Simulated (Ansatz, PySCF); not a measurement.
System: HS (charge 0, doublet). 
Coordinates optimised at B3LYP-D3(BJ)/def2-TZVP (Ansatz, a quantum-chemistry and plane-wave program):
SMILES: [SH]
```xyz
2

S      0.0000     0.0000    -0.0793
H      0.0000     0.0000     1.2681
```
Charge 0, spin multiplicity 2.


Quantity: enthalpy of formation at 298 K (from the atomisation energy, B3LYP-D3(BJ)/def2-TZVP harmonic zero-point and thermal terms from PySCF, and the atoms' enthalpies of formation in the G2/97 table; no spin-orbit terms, and no core term in the frozen-core levels), in eV. Valence correlation only, unless marked. Open shells are spin-unrestricted. Spin-orbit coupling is left out. Non-relativistic unless marked X2C. The coupled-cluster limit lacks core correlation, which all-electron functionals hold. CBS marks a two-point X^-3 extrapolation of the correlation energy; Hartree-Fock from the larger set (for Q and 5 zeta extrapolated as (X+1)exp(-9√X)).

```json
[
 {"level": "HF/def2-SVP", "program": "Ansatz", "enthalpy of formation at 298 K (eV)": "2.69"},
 {"level": "HF/def2-TZVPPD", "program": "Ansatz", "enthalpy of formation at 298 K (eV)": "2.60"},
 {"level": "r2SCAN-D3(BJ)/def2-TZVPD", "program": "Ansatz + dftd3", "enthalpy of formation at 298 K (eV)": "1.41"},
 {"level": "HSE06/def2-TZVPD", "program": "Ansatz", "enthalpy of formation at 298 K (eV)": "1.49"}
]
```

Task: Estimate the value at CCSD(T)/CBS(cc-pV(Q+d)Z,cc-pV(5+d)Z) as computed with Ansatz.

Result: 1.46 eV
